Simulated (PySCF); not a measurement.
HS, SMILES [SH], multiplicity 2.

Geometry: B3LYP-D3(BJ)/def2-TZVPD.

The numbers are results of B3LYP/def2-TZVPD (PySCF), not measurements.

Gas-phase values at a fixed geometry.

Computed frontier levels, dipole moment:
The α spin, highest occupied and lowest empty level is -7.61 and -0.25 eV. The β spin, highest occupied and lowest empty level comes out as -7.26 and -4.98 eV and the dipole moment comes out as 0.75 D. The ⟨S²⟩ is 0.754 (pure state 0.75).
